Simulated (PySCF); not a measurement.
## Checking a proposed structure

A compound C₄H₃NO gives the data below (simulated from a calculation) and was assigned the structure `C#CC(=O)N=C`.

¹³C{¹H} NMR (computed): δ 195.6 (CH), 154.6 (CH), 124.4 (CH), 119.2 (C).

¹H NMR (300 MHz, computed): δ 10.49 (m, 1H), 6.75 (m, 1H), 6.61 (m, 1H).

Method: structure optimised with GFN2-xTB, spin–spin couplings from B3LYP/pcJ-1, σ from GIAO-PBE0/pcSseg-1, in PySCF 2.14.0 with density-fitted response routines (non-relativistic, one conformer, no solvent).

Shifts are taken against calculated references (same method and geometry level): ¹H and ¹³C against TMS.

(1) Compare with the shifts computed for the proposed structure, pairing carbons in order of shift.

(2) Which isomer fits?

## Answers

(1) Numbering as in the mapped SMILES `[CH:1]#[C:2][C:3](=[O:4])[N:5]=[CH2:6]`. Hydrogens are named by the atom that carries them.

```tsv
atom	computed for proposal	given list	difference
C3	160.2	195.6	-35.4
C6	150.6	154.6	-4.0
C1	88.2	124.4	-36.2
C2	81.0	119.2	-38.2
```

The rms difference is 31.8 ppm and the largest -38.2 ppm at C2 (alkyne carbon). The carbon types in order of shift don't match either: C, CH2, CH, C for the proposal against CH, CH, CH, C in the data. The proposal doesn't fit.

(2) SMILES N#C/C=C\C=O.

1. Carbon types of the structure: 1 × C, 3 × CH, which accounts for all hydrogens.
2. δC 195.6: aldehyde carbonyl carbon; the double bond to the heteroatom, with no lone-pair donor beside it, deshields it most.
3. δC 154.6: α carbon of a C=C–C=O unit; an sp2 carbon of a C=C bond.
4. δC 119.2: nitrile carbon; typical of a nitrile.
5. δH 10.49: hydrogen on an aldehyde carbonyl carbon; deshielded by the polar, anisotropic C=O bond.

The data come from this structure; uniqueness wasn't tested.

Multiplet labels drop couplings under 1 Hz and merge nearly equal ones. Unscaled 3J(H,H) at this level run about 10 % above measured values. Shifts are as computed. Against solution values, carbons near 30 ppm lie about +3 ppm off and those near 130 ppm about +5 ppm. Of 1211 compounds with measured shifts, 218 miss one by over three times the rms of a fit or turn the order of signals round; such compounds aren't used in these exercises.
